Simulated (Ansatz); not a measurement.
**AlNaH (doublet): the correlation ladder at distance Al1–H3 = 1.981 Å, cc-pVDZ**

How much of the correlation energy of AlNaH (doublet) does each wave-function method recover here?

Method: cc-pVDZ, core rule «outside noble gas», up to 10 orbitals frozen; program: Ansatz 0.2.0, Gaussian basis.

To be run: UHF; CCSD(T) on ROHF; CCSD(T) on UHF; BCCD(T) on ROHF; CISD; CCSDT(Q) on ROHF; CCSDT(Q) on UHF; CASSCF and MRCISD+Q, 3 electrons in 3 orbitals; CASSCF and NEVPT2, 3 electrons in 3 orbitals; Full CI.

35 further runs of the same task are left out: 22 for a known fault of the program, 10 that didn't finish, 3 set aside as unsound or not needed.

## (1) The system

The geometry derives from a PBE0/def2-TZVP stationary point (not a proven minimum). One bond is set to the value named and the two fragments are kept rigid.

3 atoms, charge 0, spin multiplicity 2.

Atoms are counted from 1 here; the program's logs count them from 0.

No contacts short enough for the rule that draws bonds.

## (2) UHF

in.yaml

```yaml
crystal:
  periodic: [false, false, false]
  atoms:
    - {symbol: Al, position_ang: [0.000000, -0.102832, 1.316847]}
    - {symbol: Na, position_ang: [0.000000, 0.055225, -1.654685]}
    - {symbol: H, position_ang: [0.000000, 1.493080, 2.490486]}
basis:
  gaussian: {orbitals: cc-pVDZ}
magnetization: {spin_polarized: true, initial_magnetization: 1}
hamiltonian: {xc: hf}
output: {orbitals: {seedname: orbitals}}
```

On the command line:

```sh
$ ansatz run in.yaml --threads 1 --pin off --events-out ev --progress --plain --max-ram 2393MiB
```

The runs that follow: CCSD(T) on ROHF; CCSD(T) on UHF; BCCD(T) on ROHF; CISD; CCSDT(Q) on ROHF; CCSDT(Q) on UHF; CASSCF and MRCISD+Q, 3 electrons in 3 orbitals; CASSCF and NEVPT2, 3 electrons in 3 orbitals; Full CI.

Q: Predict the results of all the runs planned. Wanted: FCI below the RHF energy; RMP2 from FCI; UMP2 from FCI; RCCSD from FCI; RCCSD(T) from FCI; UCCSD(T) from FCI; RCCSDT(Q) from FCI; UCCSDT(Q) from FCI; NEVPT2 pair from FCI.

**Answer**, as computed:

| quantity | value |
| --- | --- |
| FCI below the RHF energy | -2.3986 eV |
| RMP2 from FCI | +709.8 meV |
| UMP2 from FCI | +740.6 meV |
| RCCSD from FCI | +87.8 meV |
| RCCSD(T) from FCI | +25.4 meV |
| UCCSD(T) from FCI | +25.7 meV |
| RCCSDT(Q) from FCI | +0.6 meV |
| UCCSDT(Q) from FCI | +0.2 meV |
| NEVPT2 pair from FCI | +622.9 meV |
| MRCISD+Q pair from FCI | -44.1 meV |
| levels within 1 kcal/mol (43 meV) | RCCSD(T), UCCSD(T), BCCD(T), RCCSDT, UCCSDT, RCCSDT(Q), UCCSDT(Q) |
| T1 diagnostic | 0.031 |
| effectively unpaired electrons | 1.10 |

RCCSD(T) lands +25.4 meV from the yardstick (1.1 % of the correlation energy). MRCISD+Q pair falls below full CI: the +Q correction isn't variational, and the cores differ from full CI's. One determinant dominates. Of the multireference levels listed MRCISD+Q pair comes nearest in total energy (-44.1 meV), which doesn't show that its space is the better one. These misses are within one basis, not against nature; the frozen cores of restricted and unrestricted runs differ, which can shift their rows.
